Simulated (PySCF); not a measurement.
C₂H₂N₂S, SMILES c1cnsn1, point group C2v.

Force field and properties: PBE0/pcSseg-1 (PySCF, grid level 2). Vibrational terms come from second-order perturbation theory with semi-diagonal cubic constants, by steps of ±0.6 along the normal coordinates of each isotopologue. The parent has the commonest isotopes.

Equilibrium geometry (Å):

```tsv
atom	x	y	z
C1	-0.5917	-0.5663	-0.0749
C2	-0.1921	0.7617	0.2418
N3	1.0899	0.9870	0.0761
S4	1.7579	-0.4203	-0.4567
N5	0.3907	-1.3372	-0.4780
H6	-1.6006	-0.9652	-0.0093
H7	-0.8408	1.5600	0.5928
```

Species: ¹³C at 1. Output of the displacement run:

```
mode    cm-1    km/mol   phi_rrr   E(+)/cm-1  E(-)/cm-1
  1    531.53    27.31       0.3      95.75      95.66
  2    627.66     0.07      -0.2     113.08     113.05
  3    697.14     0.95      47.6     127.17     123.75
  4    777.01    23.00     -12.5     139.67     140.61
  5    827.70    22.39    -163.7     143.31     155.09
  6    863.60    39.50       0.5     157.91     158.05
  7    899.67    21.24       2.4     162.04     161.86
  8    932.55     0.11      -0.3     169.54     169.61
  9   1052.50     2.62    -181.9     183.32     196.40
 10   1252.10    11.38       7.1     226.08     225.62
 11   1322.57     0.64    -186.8     231.47     244.92
 12   1404.85    14.92     -17.4     252.53     253.79
 13   1539.48     1.04     106.7     281.30     273.62
 14   3215.56     0.14    1183.5     624.98     540.02
 15   3233.58     0.86   -1548.6     530.09     641.34
```

For the shielding of C2 (σe = 31.74 ppm):

| mode | ω (cm⁻¹) | Σr φrrs (cm⁻¹) | ∂σ/∂q | ∂²σ/∂q² |
| --- | --- | --- | --- | --- |
| 1 | 532 | 0 | 0.000 | -0.862 |
| 2 | 628 | -1 | 0.000 | -1.001 |
| 3 | 697 | 271 | -0.135 | 0.096 |
| 4 | 777 | -4 | -1.609 | 0.520 |
| 5 | 828 | -469 | -2.199 | -0.012 |
| 6 | 864 | 1 | -0.001 | -1.892 |
| 7 | 900 | 24 | 1.205 | -0.663 |
| 8 | 933 | -1 | 0.001 | -0.812 |
| 9 | 1052 | -422 | -3.288 | -0.239 |
| 10 | 1252 | 12 | 1.065 | -0.125 |
| 11 | 1323 | -642 | -6.173 | -0.582 |
| 12 | 1405 | -127 | 0.711 | 0.150 |
| 13 | 1539 | 46 | 8.315 | -0.568 |
| 14 | 3216 | 188 | -1.228 | -0.169 |
| 15 | 3234 | -576 | -0.336 | -1.102 |

**Question.** Work out the zero-point average of this shielding.

**Answer.** With ⟨qs⟩ = −Σr φrrs/(4ωs) and ⟨qs²⟩ = 1/2: the mean displacements are 0.000, 0.000, -0.097, 0.001, 0.142, 0.000, -0.007, 0.000, 0.100, -0.002, 0.121, 0.023, -0.008, -0.015, 0.045. The anharmonic term Σ (∂σ/∂q)⟨q⟩ is -1.43 ppm, the harmonic term ¼ Σ ∂²σ/∂q² is -1.82 ppm, so ⟨σ⟩ = 28.49 ppm.
